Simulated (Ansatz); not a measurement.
# Worked example: correlation energy of SiN⁺, triplet

Geometry: a PBE0/def2-TZVP stationary point for this spin.

```xyz
2

Si    0.0000    0.0000    0.0000
N     0.0000    0.0000    1.7854
```

Basis 6-31G; Ansatz 0.2.0. Correlated methods freeze the noble-gas cores, which leaves 8 electrons in 16 orbitals. Prefix R: restricted or restricted open-shell reference.

Full CI is exact within this basis and frozen core; it isn't the basis-set limit.

RCCSD has a T1 diagnostic of 0.079 and a largest doubles amplitude of 0.13.

The cluster runs stand on a determinant 0.65 eV above the lowest RHF solution, chosen by a search with trial CCSD; the correlation energy below is counted from it.

Runs differ by some tens of microhartree through their thresholds and, for an open shell, their frozen cores, so steps under 0.03 kcal/mol mean nothing.

| level | total energy (hartree) |
| --- | --- |
| RHF determinant under the cluster runs | -342.882690 |
| RCCSD | -343.024120 |
| RCCSD(T) | -343.030944 |
| RCCSDT | -343.032090 |
| RCCSDT(Q) | -343.032930 |
| RCCSDTQ | -343.032934 |
| full CI | -343.032974 |

**Question.** What is the correlation energy at full CI, and what share of it do RMP2 and RCCSD recover?

**Answer.** E(corr) = -343.032974 − (-342.882690) = -0.150284 hartree = -4.089 eV. RCCSD: -0.141430 / -0.150284 = 94.11 %.

**Question.** By how many kcal/mol does RCCSD(T) miss full CI (1 hartree = 627.509 kcal/mol), and which steps make up the rest?

**Answer.** -343.030944 − (-343.032974) = 0.002030 hartree = 1.27 kcal/mol. Steps: RCCSDT − RCCSD(T) = -0.72, RCCSDT(Q) − RCCSDT = -0.53, RCCSDTQ − RCCSDT(Q) = 0.00, full CI − RCCSDTQ = -0.03 kcal/mol. Differences between like states or geometries often cancel part of this.
